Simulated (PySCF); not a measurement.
Nuclear quadrupole coupling in `C/C=C(\C)CO`

Species: C5H10O.
Z-matrix (Å and degrees, GFN2-xTB geometry), rows numbered from 1:
```
C 
C   1  1.4934
C   2  1.3273  1  126.92
C   3  1.5012  2  125.20  1    -1.78
C   3  1.5104  2  120.81  1   178.92
O   5  1.4141  3  112.54  2   119.51
H   1  1.0851  2  112.04  3    -2.40
H   1  1.0897  2  109.66  3  -122.98
H   1  1.0904  2  110.06  3   119.00
H   2  1.0837  1  114.31  3   178.90
H   4  1.0878  3  109.25  2  -155.93
H   4  1.0868  3  111.89  2   -35.43
H   4  1.0902  3  110.27  2    85.22
H   5  1.0994  3  110.35  2    -4.30
H   5  1.0945  3  109.87  2  -123.85
H   6  0.9636  5  108.32  3   -57.27
```

Field gradients from the PBE0/pcSseg-1 density (PySCF, non-relativistic), principal values in atomic units, ordered |Vxx| ≤ |Vyy| ≤ |Vzz|:

```tsv
atom	Vxx	Vyy	Vzz
O6	0.0481	1.8948	-1.9429
```

Problem. Find the asymmetry η = (Vxx − Vyy)/Vzz and the couplings χ = eQV/h (234.96 MHz × Q in barn × V in au), with Q(17O) = −0.0256 b.

Solution. 
```json
{"atom": "O6", "environment": "alcohol oxygen", "nucleus": "17O", "η": "0.95", "χzz (MHz)": "11.69", "χxx (MHz)": "-0.29", "χyy (MHz)": "-11.40"}
```

At O6 η is above 0.9: Vyy and Vzz are nearly equal in size and opposite in sign, so a small change could swap them and flip the sign of χzz. The tensor is traceless: Vxx + Vyy + Vzz = 0.

Problem. What is Vzz at O6 in SI units (1 au = 9.71736 × 10²¹ V/m²)?

Solution. -1.9429 au = -18.880 × 10²¹ V/m².

Were the hydrogens deuterons (Q(2H) = 0.00286 b), χzz would run from 192 kHz (H14) to 313 kHz (H16).

One conformer (not necessarily the lowest) at the GFN2-xTB geometry, without solvent, vibrations or thermal averaging. GFN2-xTB bond lengths can be off by several hundredths of an ångström, more for odd bonds, and the gradients follow them. With so small a basis the couplings can be 20 % off.

The run behind these numbers computed NMR shieldings as well. The run took 16 s of wall time on an Arm Neoverse V1 with one thread, shared host with 32 logical CPUs at a one-minute load of 10, and the process peaked at 0.72 GiB of memory.
